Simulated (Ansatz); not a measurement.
The input, for Ansatz 0.2.0:

```yaml
crystal:
  periodic: [false, false, false]
  atoms:
    - {symbol: Li, position_ang: [0.000000, 0.000000, 3.606883]}
    - {symbol: Mg, position_ang: [0.000000, 0.000000, -0.513799]}
    - {symbol: H, position_ang: [0.000000, 0.000000, -3.093084]}
basis:
  gaussian: {orbitals: def2-SVP}
correlation: {method: fic_nevpt4_sd, electrons: outside_noble_gas, active_space: {window: {electrons: 4, orbitals: 6}}}
```

```sh
$ ansatz run in.yaml --threads 1 --pin off --events-out ev --progress --plain --max-ram 2393MiB
```

Output:

```
324 factors; integrals over basis functions are off by at most 4.5e-4 eV
mean field evaluation 1: about -5643.4627 eV, gradient 1.0e1 eV
mean field evaluation 2: about -5643.4656 eV, gradient 1.0e1 eV
mean field evaluation 4: about -5644.9839 eV, gradient 1.5e0 eV
mean field evaluation 8: about -5645.0324 eV, gradient 1.2e-3 eV
mean field -5645.03240852 eV, -207.4511146727 hartree, gradient 4.9e-7 eV, S^2 0.000000; 0 other end points of the search recorded, 0 dependent functions left out; unrestricted orbitals would lower it
reference -5645.03240852 eV, -207.4511146727 hartree; 8, 8 occupied and 24, 24 virtual orbitals, 324 factors
state -5646.52415826 eV, -207.5059354645 hartree
state -5646.52415826 eV, -207.5059354645 hartree; corrected -5646.90538837 eV, -207.5199454127 hartree
Total energy: -5646.90538837 eV, -207.5199454127 hartree
```

Ran on 1 thread of Intel Xeon, shared host: 0.84 s wall, 0.22 GiB peak host memory.
